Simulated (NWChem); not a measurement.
Molecule: hydrogen peroxide (H₂O₂); SMILES OO

Program: NWChem. Pople sets run with spherical d functions. The geometry was optimised at PBE0/def2-SVP.

**Question.** Among these, which level gives the highest value of “dipole (D)”?
(A) B3LYP/6-31+G*
(B) B3LYP/3-21G
(C) B3LYP/6-31G*
(D) B3LYP/aug-cc-pVTZ

**Answer.** B, B3LYP/3-21G. Values: B3LYP/aug-cc-pVTZ 1.64; B3LYP/6-31G* 1.80; B3LYP/6-31+G* 1.87; B3LYP/3-21G 1.98
